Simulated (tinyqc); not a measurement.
Inside a calculation. Method: MP2 on RHF in the sto-6g basis, frozen core, for H3O+, spin multiplicity 1. One step of it, computed by the program tinyqc.

Question. Orthogonalisation. S = U s U^T; symmetric (Loewdin) form X = U s^(-1/2) U^T, so that X^T S X = 1.

overlap S, order 1O 1s, 1O 2s, 1O 2px, 1O 2py, 1O 2pz, 2H 1s, 3H 1s, 4H 1s:
```
[[1.000000, 0.231145, 0.000000, 0.000000, 0.000000, 0.061291, 0.061366, 0.061366],
 [0.231145, 1.000000, 0.000000, 0.000000, 0.000000, 0.505976, 0.506334, 0.506334],
 [0.000000, 0.000000, 1.000000, 0.000000, 0.000000, 0.404265, -0.202336, -0.202336],
 [0.000000, 0.000000, 0.000000, 1.000000, 0.000000, 0.000000, 0.350180, -0.350180],
 [0.000000, 0.000000, 0.000000, 0.000000, 1.000000, -0.051314, -0.051366, -0.051366],
 [0.061291, 0.505976, 0.404265, 0.000000, -0.051314, 1.000000, 0.232428, 0.232428],
 [0.061366, 0.506334, -0.202336, 0.350180, -0.051366, 0.232428, 1.000000, 0.232744],
 [0.061366, 0.506334, -0.202336, -0.350180, -0.051366, 0.232428, 0.232744, 1.000000]]
```

Give: eigenvalues of S; X.

Answer.

eigenvalues of S: [0.3006, 0.3749, 0.3751, 0.9637, 1.0140, 1.3923, 1.3926, 2.1867]

X, order 1O 1s, 1O 2s, 1O 2px, 1O 2py, 1O 2pz, 2H 1s, 3H 1s, 4H 1s:
```
[[1.0239, -0.1495, 0.0000, 0.0000, 0.0030, 0.0193, 0.0193, 0.0193],
 [-0.1495, 1.3947, -0.0002, 0.0000, -0.0373, -0.3064, -0.3069, -0.3069],
 [0.0000, -0.0002, 1.1504, 0.0000, 0.0000, -0.3120, 0.1562, 0.1562],
 [0.0000, 0.0000, 0.0000, 1.1505, 0.0000, 0.0000, -0.2704, 0.2704],
 [0.0030, -0.0373, 0.0000, 0.0000, 1.0037, 0.0306, 0.0307, 0.0307],
 [0.0193, -0.3064, -0.3120, 0.0000, 0.0306, 1.2496, -0.0800, -0.0800],
 [0.0193, -0.3069, 0.1562, -0.2704, 0.0307, -0.0800, 1.2500, -0.0802],
 [0.0193, -0.3069, 0.1562, 0.2704, 0.0307, -0.0800, -0.0802, 1.2500]]
```
